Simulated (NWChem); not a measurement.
System meant: N₂H₄ anion, doublet; SMILES of the neutral closed-shell parent NN

Here is an NWChem input.

```
start job
memory heap 200 mb stack 900 mb global 1100 mb
charge -1
geometry units angstroms noautoz
  N     -0.077756     0.721658     0.128488
  N      0.077756    -0.721658     0.128488
  H      0.877717     1.084774     0.224789
  H     -0.365208     1.012026    -0.833918
  H     -0.877717    -1.084774     0.224789
  H      0.365208    -1.012026    -0.833918
end
basis spherical
  * library def2-svp
end
dft
  odft
  mult 2
  xc pbe0
  iterations 4
  mulliken
end
task dft energy
```

End of the output:

```
     --------------------------
     Expectation value of S2:
     --------------------------
      <S2> =      0.7514 (Exact =     0.7500)

 center of mass
 --------------
 x =  -0.00000000 y =  -0.00000000 z =   0.07888189

 moments of inertia (a.u.)
 ------------------
          74.354586268019          -0.000000000000           0.000000000000
          -0.000000000000          13.470915373716           0.000000000000
           0.000000000000           0.000000000000          75.037450249425

     Multipole analysis of the density
     ---------------------------------

     L   x y z        total         alpha         beta         nuclear
     -   - - -        -----         -----         ----         -------
     0   0 0 0     -1.000000    -10.000000     -9.000000     18.000000

     1   1 0 0     -0.000000     -0.000000     -0.000000      0.000000
     1   0 1 0      0.000000     -0.000000      0.000000      0.000000
     1   0 0 1      0.426938      1.010636     -0.583698      0.000000

     2   2 0 0    -14.169886    -12.810808     -8.198330      6.839252
     2   1 1 0      1.244055     -0.728984     -0.196271      2.169310
     2   1 0 1      0.000000      0.000000     -0.000000      0.000000
     2   0 2 0    -16.469358    -32.197782    -25.945583     41.674007
     2   0 1 1     -0.000000      0.000000     -0.000000      0.000000
     2   0 0 2    -16.398996    -14.499826     -7.985339      6.086169

 ------------------------------------------------------------------------
 dft energy failed                                                                                  0
 ------------------------------------------------------------------------
 ------------------------------------------------------------------------
  current input line :
    22: task dft energy
 ------------------------------------------------------------------------
 ------------------------------------------------------------------------
 This type of error is most commonly associated with calculations not reaching convergence criteria
 ------------------------------------------------------------------------
 For more information see the NWChem manual at https://nwchemgit.github.io

0:dft energy failed:Received an Error in Communication
```

Question: What is wrong, and how is it mended?

Answer: The run did not converge; its last values are not results. Cause: the SCF was allowed too few iterations. This input runs:
```
start job
memory heap 200 mb stack 900 mb global 1100 mb
charge -1
geometry units angstroms noautoz
  N     -0.077756     0.721658     0.128488
  N      0.077756    -0.721658     0.128488
  H      0.877717     1.084774     0.224789
  H     -0.365208     1.012026    -0.833918
  H     -0.877717    -1.084774     0.224789
  H      0.365208    -1.012026    -0.833918
end
basis spherical
  * library def2-svp
end
dft
  odft
  mult 2
  xc pbe0
  iterations 150
  mulliken
end
task dft energy
```
It converges to -111.52249 Ha (PBE0/def2-SVP, spin-unrestricted).
